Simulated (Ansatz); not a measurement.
**CH₃NaS: basis-set convergence**

One table from this session's results is given with a row withheld; the runs are named, their logs left out.

Method: one geometry, several basis sets; program: Ansatz 0.2.0, Gaussian basis.

Levels to be run: PBE0-D4/def2-SVP; ωB97M-V/def2-SVP; PBE0-D4/def2-QZVPP; ωB97M-V/def2-QZVPP; the functionals' def2-TZVPP values are taken from earlier runs.

**Structure used throughout**

The geometry comes from an earlier relaxation with PBE0-D4 in a triple-zeta def2 set; it is a stationary point.

SMILES `C[S][Na]`, 6 atoms, charge 0, spin multiplicity 1.

Atoms are counted from 1 here; the program's logs count them from 0.

Bond lengths: C1–S2 1.822 Å, C1–H4 1.092 Å, C1–H5 1.092 Å, C1–H6 1.092 Å, S2–Na3 2.478 Å. Angles: S2–C1–H4 108.5°, S2–C1–H5 112.2°, S2–C1–H6 112.2°, H4–C1–H5 107.6°, H4–C1–H6 107.6°, H5–C1–H6 108.6°, C1–S2–Na3 107.5°.

The first run:

Input file in.yaml:

```yaml
crystal:
  periodic: [false, false, false]
  atoms:
    - {symbol: C, position_ang: [-0.413059, 0.331722, -0.391937]}
    - {symbol: S, position_ang: [-0.168930, -1.222360, 0.527131]}
    - {symbol: Na, position_ang: [2.035293, -1.083021, 1.651546]}
    - {symbol: H, position_ang: [-1.385677, 0.292656, -0.886910]}
    - {symbol: H, position_ang: [0.344861, 0.476737, -1.165006]}
    - {symbol: H, position_ang: [-0.412488, 1.204265, 0.265176]}
basis:
  gaussian: {orbitals: def2-SVP}
hamiltonian: {xc: pbe0, dispersion: d4}
output: {orbitals: {seedname: orbitals}}
```

The run is started by

```console
$ ansatz run in.yaml --threads 2 --pin off --events-out ev --progress --plain --max-ram 32768MiB --backend cpu
```

Steps of the session up to this table: PBE0-D4 in def2-SVP; ωB97M-V in def2-SVP; PBE0-D4 in def2-QZVPP; ωB97M-V in def2-QZVPP.

One of the session's tables, all rows but one given; the rest of the session is left out.

It belongs to the step «Functionals by basis». 

```
functional       basis  HOMO (eV)  LUMO (eV)
   PBE0-D4    def2-SVP          ?          ?
   PBE0-D4  def2-TZVPP      -4.74      -1.64
   PBE0-D4  def2-QZVPP      -4.78      -1.63
   ωB97M-V    def2-SVP      -6.63      -0.71
   ωB97M-V  def2-TZVPP      -6.88      -0.86
   ωB97M-V  def2-QZVPP      -6.93      -0.92
```

Q: Estimate the row for PBE0-D4, def2-SVP from the others.

The run gave: HOMO (eV): -4.53; LUMO (eV): -1.55. In the column «HOMO (eV)» it is the highest.
